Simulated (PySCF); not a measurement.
# Al: ionisation energy

Al [Ne] 3s2 3p1 (2P) → Al⁺ [Ne] 3s2 (1S), as a difference of total energies. All numbers are calculated (PySCF 2.14, the non-relativistic Hamiltonian (point nucleus), in aug-cc-pwCVTZ). Correlated levels: valence: [Ne] frozen; valence and next inner shell: 1s2 frozen; nothing frozen. The calculations carry no spin-orbit coupling.

```
                                method  ionisation energy (eV)
                                   UHF                   5.599
                                   LDA                   6.026
                                   PBE                   6.071
                                  PBE0                   6.090
                                r2SCAN                   6.162
                                PBEsol                   6.016
                                 TPSSh                   6.145
                               wB97M-V                   5.665
                                 B97-3                   5.916
                         MP2 (valence)                   5.824
                     SCS-MP2 (valence)                   5.808
    MP2 (valence and next inner shell)                   5.805
SCS-MP2 (valence and next inner shell)                   5.793
                   MP2 (all electrons)                   5.806
               SCS-MP2 (all electrons)                   5.794
```

How much does correlation contribute at MP2 (all electrons)?

5.806 − (5.599) = 0.207 eV, measured against UHF.

A first-order spin-orbit estimate (lowest level to lowest level, LS coupling) adds 0.008 eV.

Errors of the correlated levels include the incompleteness of this basis and the frozen core.

For comparison: 5.986 eV (measured; NIST Atomic Spectra Database, ionization energies).
